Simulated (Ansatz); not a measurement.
SiB2. Total charge 0; singlet. Geometry relaxed at r2SCAN-D4/def2-TZVP.

```xyz
3

B     0.905   -0.275   -0.105
B     0.047    0.928    0.206
Si   -0.952   -0.654   -0.100
```

The restricted singlet is unstable: a solution with broken spin symmetry lies lower. The structure comes from a short search, and lower isomers may exist.

Q: Estimate the harmonic wavenumbers at RKS r2SCAN-D4/def2-TZVP (Ansatz, unscaled). Is this a minimum?

A: 645, 708, 1194 cm⁻¹. Yes, no mode is imaginary beyond noise. Zero-point energy 15.2 kJ/mol. Hardware: 2 threads of Arm Neoverse V2 on a shared host. Wall time 6 s.
